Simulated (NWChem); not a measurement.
Program: NWChem. System: BF3, charge 0, spin multiplicity 1, at a geometry optimised with B3LYP/def2-SVP. The structure started from a generated list of species. Level: BHandHLYP/def2-TZVP.

Input file:

```
start mol
memory heap 200 mb stack 900 mb global 1100 mb
geometry units angstroms nocenter noautoz
  B      0.000000     0.000000    -0.000000
  F      0.000000     0.000000     1.313698
  F      1.137710     0.000000    -0.656849
  F     -1.137710     0.000000    -0.656849
  symmetry group C2v
end
basis spherical
  * library def2-tzvp
end
dft
  xc bhlyp
  semidirect memsize 60000000 filesize 0
  iterations 100
end
task dft energy
```

NWChem printed:

```
             Northwest Computational Chemistry Package (NWChem) 7.3.0
             --------------------------------------------------------

                                NWChem Input Module
                                -------------------

 Scaling coordinates for geometry "geometry" by  1.889725989
 (inverse scale =  0.529177249)

 Turning off AUTOSYM since
 SYMMETRY directive was detected!

                             Geometry "geometry" -> ""
                             -------------------------

 Output coordinates in angstroms (scale by  1.889725989 to convert to a.u.)

  No.       Tag          Charge          X              Y              Z
 ---- ---------------- ---------- -------------- -------------- --------------
    1 B                    5.0000     0.00000000     0.00000000     0.00000000
    2 F                    9.0000     0.00000000     0.00000000     1.31369800
    3 F                    9.0000     1.13771000     0.00000000    -0.65684900
    4 F                    9.0000    -1.13771000     0.00000000    -0.65684900

 Effective nuclear repulsion energy (a.u.)     110.8927124002

            Nuclear Dipole moment (a.u.)
            ----------------------------
        X                 Y               Z
 ---------------- ---------------- ----------------
     0.0000000000     0.0000000000     0.0000000000

      Symmetry information
      --------------------

 Group name             C2v
 Group number             16
 Group order               4
 No. of unique centers     3

      Symmetry unique atoms

     1    2    3


 Summary of "ao basis" -> "" (spherical)
 ------------------------------------------------------------------------------
       Tag                 Description            Shells   Functions and Types
 ---------------- ------------------------------  ------  ---------------------
 *                         def2-tzvp                  on all atoms

                                 NWChem DFT Module
                                 -----------------

 Summary of "ao basis" -> "ao basis" (spherical)
 ------------------------------------------------------------------------------
       Tag                 Description            Shells   Functions and Types
 ---------------- ------------------------------  ------  ---------------------
 B                         def2-tzvp                11       31   5s3p2d1f
 F                         def2-tzvp                11       31   5s3p2d1f

 Summary of "ao basis" -> "ao basis" (spherical)
 ------------------------------------------------------------------------------
       Tag                 Description            Shells   Functions and Types
 ---------------- ------------------------------  ------  ---------------------
 B                         def2-tzvp                11       31   5s3p2d1f
 F                         def2-tzvp                11       31   5s3p2d1f

      Symmetry analysis of basis
      --------------------------

        a1         49
        a2         16
        b1         35
        b2         24

            General Information
            -------------------
          SCF calculation type: DFT
          Wavefunction type:  closed shell.
          No. of atoms     :     4
          No. of electrons :    32
           Alpha electrons :    16
            Beta electrons :    16
          Charge           :     0
          Spin multiplicity:     1
          Use of symmetry is: on ; symmetry adaption is: on
          Maximum number of iterations: 100
          AO basis - number of functions:   124
                     number of shells:    44
          Convergence on energy requested:  1.00D-06
          Convergence on density requested:  1.00D-05
          Convergence on gradient requested:  5.00D-04

              XC Information
              --------------
                        BHLYP Method XC Functional
                     Hartree-Fock (Exact) Exchange  0.500
                        Slater Exchange Functional  0.500 local
                    Becke 1988 Exchange Functional  0.500 non-local
              Lee-Yang-Parr Correlation Functional  1.000

             Grid Information
             ----------------
          Grid used for XC integration:  medium
          Radial quadrature: Mura-Knowles
          Angular quadrature: Lebedev.
          Tag              B.-S. Rad. Rad. Pts. Rad. Cut. Ang. Pts.
          ---              ---------- --------- --------- ---------
          B                   0.85       49           6.0       434
          F                   0.50       49           7.0       434
          Grid pruning is: on
          Number of quadrature shells:   147
          Spatial weights used:  Erf1

          Convergence Information
          -----------------------
          Convergence aids based upon iterative change in
          total energy or number of iterations.
          Levelshifting, if invoked, occurs when the
          HOMO/LUMO gap drops below (HL_TOL):  1.00D-02
          DIIS, if invoked, will attempt to extrapolate
          using up to (NFOCK): 10 stored Fock matrices.

                    Damping( 0%)  Levelshifting(0.5)       DIIS
                  --------------- ------------------- ---------------
          dE  on:    start            ASAP                start
          dE off:    2 iters        100 iters           100 iters

      Screening Tolerance Information
      -------------------------------
          Density screening/tol_rho:  1.00D-10
          AO Gaussian exp screening on grid/accAOfunc:  14
          CD Gaussian exp screening on grid/accCDfunc:  20
          XC Gaussian exp screening on grid/accXCfunc:  20
          Schwarz screening/accCoul:  1.00D-08

      Superposition of Atomic Density Guess
      -------------------------------------

 Sum of atomic energies:        -322.78894796

      Non-variational initial energy
      ------------------------------

 Total energy =    -323.669587
 1-e energy   =    -669.924891
 2-e energy   =     235.362591
 HOMO         =      -0.630572
 LUMO         =       0.051230

      Symmetry analysis of molecular orbitals - initial
      -------------------------------------------------

  Numbering of irreducible representations:

     1 a1          2 a2          3 b1          4 b2

  Orbital symmetries:

     1 a1          2 b1          3 a1          4 a1          5 a1
     6 a1          7 b1          8 a1          9 b1         10 a1
    11 b2         12 b1         13 a1         14 a2         15 b2
    16 b1         17 a1         18 b2         19 a1         20 b1
    21 b2         22 a1         23 a1         24 b1         25 a1
    26 b1

------------------------------------------------------------
EAF file 0: "./mol.aoints.0" size=524288 bytes
------------------------------------------------------------
               write      read    awrite     aread      wait
               -----      ----    ------     -----      ----
     calls:        1         0         0         0         0
   data(b): 5.24e+05  0.00e+00  0.00e+00  0.00e+00
   time(s): 0.00e+00  0.00e+00  0.00e+00  0.00e+00  0.00e+00
rate(mb/s): 0.00e+00  0.00e+00
------------------------------------------------------------

   convergence    iter        energy       DeltaE   RMS-Dens  Diis-err    time
 ---------------- ----- ----------------- --------- --------- ---------  ------
 d= 0,ls=0.0,diis     1   -324.5135979849 -4.35D+02  6.50D-03  8.71D-01     0.9
 d= 0,ls=0.0,diis     2   -324.5482373350 -3.46D-02  1.97D-03  6.92D-01     1.1
 d= 0,ls=0.0,diis     3   -324.5959876305 -4.78D-02  3.28D-04  1.24D-02     1.2
 d= 0,ls=0.0,diis     4   -324.5967663846 -7.79D-04  7.76D-05  6.11D-04     1.3
 d= 0,ls=0.0,diis     5   -324.5968134504 -4.71D-05  9.53D-06  3.41D-06     1.4
 d= 0,ls=0.0,diis     6   -324.5968139730 -5.23D-07  1.16D-06  5.46D-08     1.5

         Total DFT energy =     -324.596813972953
      One electron energy =     -671.662871517360
           Coulomb energy =      271.691730995482
    Exchange-Corr. energy =      -35.518385851283
 Nuclear repulsion energy =      110.892712400207

 Numeric. integr. density =       32.000002484251

     Total iterative time =      1.3s

                  Occupations of the irreducible representations
                  ----------------------------------------------

                     irrep           alpha         beta
                     --------     --------     --------
                     a1                8.0          8.0
                     a2                1.0          1.0
                     b1                5.0          5.0
                     b2                2.0          2.0

                       DFT Final Molecular Orbital Analysis
                       ------------------------------------

 Vector   14  Occ=2.000000D+00  E=-5.590734D-01  Symmetry=a2
              MO Center=  1.4D-09,  1.1D-16, -6.4D-01, r^2= 1.7D+00
   Bfn.  Coefficient  Atom+Function         Bfn.  Coefficient  Atom+Function
  ----- ------------  ---------------      ----- ------------  ---------------
    69      0.355732  3 F  py               100     -0.355732  4 F  py
    72      0.295710  3 F  py               103     -0.295710  4 F  py
    75      0.179105  3 F  py               106     -0.179105  4 F  py
    15      0.036622  1 B  d -2              20      0.036737  1 B  d -2

 Vector   15  Occ=2.000000D+00  E=-5.590720D-01  Symmetry=b2
              MO Center= -1.4D-09, -6.1D-16,  6.4D-01, r^2= 1.7D+00
   Bfn.  Coefficient  Atom+Function         Bfn.  Coefficient  Atom+Function
  ----- ------------  ---------------      ----- ------------  ---------------
    38      0.410762  2 F  py                41      0.341455  2 F  py
    44      0.206812  2 F  py                69     -0.205384  3 F  py
   100     -0.205384  4 F  py                72     -0.170730  3 F  py
   103     -0.170730  4 F  py                75     -0.103408  3 F  py
   106     -0.103408  4 F  py                16      0.036623  1 B  d -1

 Vector   16  Occ=2.000000D+00  E=-5.307285D-01  Symmetry=b1
              MO Center=  7.5D-15, -9.6D-18,  4.6D-05, r^2= 2.2D+00
   Bfn.  Coefficient  Atom+Function         Bfn.  Coefficient  Atom+Function
  ----- ------------  ---------------      ----- ------------  ---------------
    37      0.304056  2 F  px                70     -0.263311  3 F  pz
   101      0.263311  4 F  pz                40      0.247413  2 F  px
    73     -0.214257  3 F  pz               104      0.214257  4 F  pz
    43      0.159050  2 F  px                68     -0.152013  3 F  px
    99     -0.152013  4 F  px                76     -0.137736  3 F  pz

 Vector   17  Occ=0.000000D+00  E= 3.345102D-02  Symmetry=a1
              MO Center=  8.2D-17,  1.8D-16, -7.9D-06, r^2= 5.7D+00
   Bfn.  Coefficient  Atom+Function         Bfn.  Coefficient  Atom+Function
  ----- ------------  ---------------      ----- ------------  ---------------
     5     -2.026071  1 B  s                  4      1.985111  1 B  s
     3     -0.300008  1 B  s                 24      0.220127  1 B  d  2
    45      0.182078  2 F  pz                36     -0.170280  2 F  s
    67     -0.170237  3 F  s                 98     -0.170237  4 F  s
    74      0.157670  3 F  px               105     -0.157670  4 F  px

 Vector   18  Occ=0.000000D+00  E= 6.095629D-02  Symmetry=b2
              MO Center= -1.8D-17,  2.4D-17, -2.3D-06, r^2= 3.4D+00
   Bfn.  Coefficient  Atom+Function         Bfn.  Coefficient  Atom+Function
  ----- ------------  ---------------      ----- ------------  ---------------
    13      0.758620  1 B  py                10      0.384138  1 B  py
     7      0.340462  1 B  py                44     -0.226916  2 F  py
    75     -0.226911  3 F  py               106     -0.226911  4 F  py
    38     -0.168824  2 F  py                69     -0.168823  3 F  py
   100     -0.168823  4 F  py                41     -0.131848  2 F  py

 Vector   19  Occ=0.000000D+00  E= 1.241113D-01  Symmetry=a1
              MO Center=  1.2D-09,  1.0D-15, -2.3D-01, r^2= 7.5D+00
   Bfn.  Coefficient  Atom+Function         Bfn.  Coefficient  Atom+Function
  ----- ------------  ---------------      ----- ------------  ---------------
    14      1.600924  1 B  pz                11     -0.787830  1 B  pz
    45     -0.327436  2 F  pz                76     -0.228471  3 F  pz
   107     -0.228471  4 F  pz                22     -0.190964  1 B  d  0
    24      0.110245  1 B  d  2              34     -0.093000  2 F  s
    70     -0.083814  3 F  pz               101     -0.083814  4 F  pz

 center of mass
 --------------
 x =   0.00000000 y =   0.00000000 z =   0.00000000

 moments of inertia (a.u.)
 ------------------
         175.629326260948           0.000000000000           0.000000000000
           0.000000000000         351.263024109514           0.000000000000
           0.000000000000           0.000000000000         175.633697848566

     Multipole analysis of the density
     ---------------------------------

     L   x y z        total         alpha         beta         nuclear
     -   - - -        -----         -----         ----         -------
     0   0 0 0     -0.000000    -16.000000    -16.000000     32.000000

     1   1 0 0     -0.000000     -0.000000     -0.000000      0.000000
     1   0 1 0     -0.000000     -0.000000     -0.000000      0.000000
     1   0 0 1      0.000015      0.000008      0.000008      0.000000

     2   2 0 0    -16.347302    -49.774609    -49.774609     83.201916
     2   1 1 0      0.000000      0.000000      0.000000      0.000000
     2   1 0 1     -0.000000     -0.000000     -0.000000      0.000000
     2   0 2 0    -13.166127     -6.583064     -6.583064      0.000000
     2   0 1 1     -0.000000     -0.000000     -0.000000      0.000000
     2   0 0 2    -16.347204    -49.773525    -49.773525     83.199845

 Task  times  cpu:        1.5s     wall:        1.5s

 Total times  cpu:        1.5s     wall:        1.5s
```
